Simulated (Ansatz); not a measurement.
**C3H4S (SMILES C#CCS): a rigid scan of the angle H7–C3–C2**

How does the energy rise as the angle H7–C3–C2 leaves its equilibrium value, and do density functionals follow CCSD(T)? No other atom is relaxed.

Computed with Ansatz 0.2.0, Gaussian basis. Level: single points in def2-TZVPP.

Levels: PBE-D4, r2SCAN-D4, PBE0-D4, B3LYP-D4, wB97M-V, Hartree-Fock, MP2, CCSD, CCSD(T). The scan takes 85.9, 91.9, 97.9, 103.9, 109.9, 115.9, 121.9, 127.9, 133.9°.

Correlated methods freeze the cores. B3LYP uses VWN-RPA correlation.

20 further runs of the same task are left out: 20 set aside as unsound or not needed.

## 1. Where the work starts

The minimum, relaxed at PBE0-D4: SMILES `C#CCS`, 8 atoms, charge 0, spin multiplicity 1.

Atoms are counted from 1 here; the program's logs count them from 0.

Bond lengths: C1–C2 1.199 Å, C1–H5 1.064 Å, C2–C3 1.446 Å, C3–S4 1.827 Å, C3–H6 1.092 Å, C3–H7 1.092 Å, S4–H8 1.343 Å. Angles: C2–C1–H5 179.7°, C1–C2–C3 179.2°, C2–C3–S4 109.4°, C2–C3–H6 109.9°, C2–C3–H7 109.9°, S4–C3–H6 109.4°, S4–C3–H7 109.4°, H6–C3–H7 108.7°, C3–S4–H8 95.6°.

Coordinates:

```
C    -0.8599    1.5471   -1.1047
C    -0.2472    0.7623   -0.4362
C     0.4787   -0.1974    0.3657
S    -0.3938   -1.8024    0.3272
H    -1.4000    2.2473   -1.6968
H     0.5462    0.1545    1.3971
H     1.4889   -0.3237   -0.0286
H     0.4793   -2.4449    1.1204
```

Energies of the minimum (eV), from earlier single points: PBE-D4 -14002.16398, r2SCAN-D4 -14008.22053, PBE0-D4 -14003.31569, B3LYP-D4 -14011.86535, wB97M-V -14008.94353, CCSD(T) -13991.08373.

At the minimum the angle H7–C3–C2 is 109.9°.

## 2. H7–C3–C2 = 85.9°

Contents of ccsdt-tzvpp/in.yaml:

```yaml
crystal:
  periodic: [false, false, false]
  atoms:
    - {symbol: C, position_ang: [-0.859924, 1.547080, -1.104745]}
    - {symbol: C, position_ang: [-0.247185, 0.762286, -0.436202]}
    - {symbol: C, position_ang: [0.478669, -0.197418, 0.365719]}
    - {symbol: S, position_ang: [-0.393755, -1.802369, 0.327241]}
    - {symbol: H, position_ang: [-1.400028, 2.247325, -1.696825]}
    - {symbol: H, position_ang: [0.546199, 0.154539, 1.397054]}
    - {symbol: H, position_ang: [1.313125, -0.017486, -0.315013]}
    - {symbol: H, position_ang: [0.479297, -2.444926, 1.120391]}
basis:
  gaussian: {orbitals: def2-TZVPP}
correlation: {method: ccsd_t}
```

The command line of these runs was not kept.

Further steps of the session: H7–C3–C2 = 91.9°; H7–C3–C2 = 97.9°; H7–C3–C2 = 103.9°; H7–C3–C2 = 109.9°; H7–C3–C2 = 115.9°; H7–C3–C2 = 121.9°; H7–C3–C2 = 127.9°; H7–C3–C2 = 133.9°.

**Question.** What will these runs give? Wanted: highest point, CCSD(T); lowest point, CCSD(T); minimum along the scan, CCSD(T); RMS deviation from CCSD(T); largest T1 diagnostic.

**Answer**, as computed:

| quantity | value |
| --- | --- |
| highest point, CCSD(T) | 556 meV at 85.9° |
| lowest point, CCSD(T) | 0 meV at 109.9° |
| minimum along the scan, CCSD(T) | 109.9° |
| curvature there | 1.86 meV/deg² |
| RMS deviation from CCSD(T) | PBE-D4 23, r2SCAN-D4 10, PBE0-D4 10, B3LYP-D4 5, wB97M-V 7, Hartree-Fock 41, MP2 2, CCSD 6 meV |
| largest T1 diagnostic | 0.012 |

**Reading.** A polynomial through the near points puts the CCSD(T) minimum at the PBE0-D4 value. Curvature against CCSD(T): PBE-D4 -7 %, Hartree-Fock +14 %. The curve of MP2 lies nearest to CCSD(T), that of Hartree-Fock farthest.
